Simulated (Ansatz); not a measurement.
**CH4O (singlet): from Hartree-Fock to the top rungs, 6-31G***

The task here is to estimate one member of a computed series from the others.

The runs use Ansatz 0.2.0, Gaussian basis; 6-31G*, core rule «outside noble gas», up to 2 orbitals frozen.

Plan: UHF; CCSD(T) on RHF; BCCD(T) on RHF; CISD; CCSDT(Q) on RHF; CCSDTQ on RHF.

27 further runs of the same task are left out: 13 for a known fault of the program, 1 that didn't finish, 13 set aside as unsound or not needed.

**The geometry**

The geometry is an MP2(full)/6-31G* stationary point (not a proven minimum).

6 atoms, charge 0, spin multiplicity 1.

Atoms are counted from 1 here; the program's logs count them from 0.

Bond lengths: C1–O2 1.423 Å, C1–H3 1.090 Å, C1–H5 1.097 Å, C1–H6 1.097 Å, O2–H4 0.970 Å. Angles: O2–C1–H3 106.3°, O2–C1–H5 112.3°, O2–C1–H6 112.3°, H3–C1–H5 108.5°, H3–C1–H6 108.5°, H5–C1–H6 108.8°, C1–O2–H4 107.4°.

Set-up of the first run:

in.yaml

```yaml
crystal:
  periodic: [false, false, false]
  atoms:
    - {symbol: C, position_ang: [-0.026687, 0.728617, 0.000000]}
    - {symbol: O, position_ang: [-0.026687, -0.694323, 0.000000]}
    - {symbol: H, position_ang: [-1.072551, 1.034013, 0.000000]}
    - {symbol: H, position_ang: [0.898978, -0.984230, 0.000000]}
    - {symbol: H, position_ang: [0.457589, 1.144604, 0.891772]}
    - {symbol: H, position_ang: [0.457589, 1.144604, -0.891772]}
basis:
  gaussian: {orbitals: "6-31G*"}
magnetization: {spin_polarized: true, initial_magnetization: 0}
hamiltonian: {xc: hf}
output: {orbitals: {seedname: orbitals}}
```

On the command line:

```
> ansatz run in.yaml --threads 1 --pin off --events-out ev --progress --plain --max-ram 3020MiB --backend cpu
```

Among the steps run: UHF; CCSD(T) on RHF; BCCD(T) on RHF; CISD; CCSDT(Q) on RHF; CCSDTQ on RHF.

One of the session's tables, all rows but one given; the rest of the session is left out.

It belongs to the step «Misses and costs». 

```
   method  from RCCSDTQ (meV)
      RHF             +9292.8
     RMP2              +804.4
     CISD              +891.9
    RCCSD              +205.8
 RCCSD(T)               +29.1
  BCCD(T)                   ?
   RCCSDT               +17.3
RCCSDT(Q)                -1.3
  RCCSDTQ                   0
```

Estimate the missing values for BCCD(T).

As computed: from RCCSDTQ (meV): +28.3. In the column «from RCCSDTQ (meV)» it lies between RCCSDT (+17.3) and RCCSD(T) (+29.1).
